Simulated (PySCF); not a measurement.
Compound: C5H9N.
Numbering: `[CH2:1]1[CH2:2][CH:3]1[C@H:4]1[CH2:5][NH:6]1` (hydrogens: H7, H8 on C1; H9, H10 on C2; H11 on C3; H12 on C4; H13, H14 on C5; H15 on N6)

Structure optimised with GFN2-xTB, isolated species.

Task: Give the optimised bond lengths and angles.

Result: 
| bond | length (Å) | order |
| --- | --- | --- |
| C1–C2 | 1.497 | single |
| C2–C3 | 1.501 | single |
| C3–C4 | 1.493 | single |
| C4–C5 | 1.481 | single |
| C5–N6 | 1.447 | single |
| C1–C3 | 1.501 | single |
| C4–N6 | 1.447 | single |
| C1–H7 | 1.079 | single |
| C1–H8 | 1.079 | single |
| C2–H9 | 1.079 | single |
| C2–H10 | 1.079 | single |
| C3–H11 | 1.085 | single |
| C4–H12 | 1.085 | single |
| C5–H13 | 1.081 | single |
| C5–H14 | 1.084 | single |
| N6–H15 | 1.016 | single |

Orders are formal, as drawn. A selection of angles:
| angle | degrees |
| --- | --- |
| C2–C1–C3 | 60.1 |
| C2–C1–H7 | 118.2 |
| C2–C1–H8 | 118.6 |
| C3–C1–H7 | 117.8 |
| C3–C1–H8 | 118.3 |
| H7–C1–H8 | 113.8 |
| C1–C2–C3 | 60.1 |
| C1–C2–H9 | 118.1 |
| C1–C2–H10 | 118.6 |
| C3–C2–H9 | 117.8 |
| C3–C2–H10 | 118.4 |
| H9–C2–H10 | 113.8 |
| C2–C3–C4 | 119.7 |
| C2–C3–H11 | 117.0 |
| C4–C3–H11 | 113.6 |
| C1–C3–C2 | 59.8 |
| C1–C3–C4 | 119.6 |
| C1–C3–H11 | 117.0 |
| C3–C4–C5 | 120.3 |
| C3–C4–N6 | 120.7 |
| C3–C4–H12 | 114.5 |
| C5–C4–N6 | 59.2 |
| C5–C4–H12 | 117.6 |
| N6–C4–H12 | 113.3 |
| C4–C5–N6 | 59.2 |
| C4–C5–H13 | 119.5 |
| C4–C5–H14 | 118.6 |
| N6–C5–H13 | 114.8 |
| N6–C5–H14 | 119.6 |
| H13–C5–H14 | 114.3 |
| C5–N6–H15 | 113.7 |
| C4–N6–C5 | 61.6 |
| C4–N6–H15 | 113.4 |

Torsions: C1–C2–C3–C4 -109° (anticlinal); C2–C3–C4–C5 -176° (antiperiplanar); C3–C4–C5–N6 110° (anticlinal); C3–C4–N6–C5 -109° (anticlinal).

N6 (secondary amine nitrogen) is pyramidal (angles 113.7°, 113.4° and 61.6°, sum 288.7°, 0.58 Å off the plane of its three neighbours). The 5 C–C bonds span 1.481 Å (C4–C5, drawn single) to 1.501 Å (C2–C3, drawn single), a spread of 0.020 Å. The 3-membered ring C1–C2–C3 has internal angles of 59.8° to 60.1°. Of the pairs four or more bonds apart, H11···H15 is among the closest relative to their van der Waals radii: 2.51 Å, 105 % of the sum of Bondi's values. The 3-membered ring C4–C5–N6 has internal angles of 59.2° to 61.6°.

Point group: C1 (no symmetry element, even within 0.4 Å). Not checked by GFN2-xTB frequencies. The numbers are those of one conformer.

All values are computed, not measured.
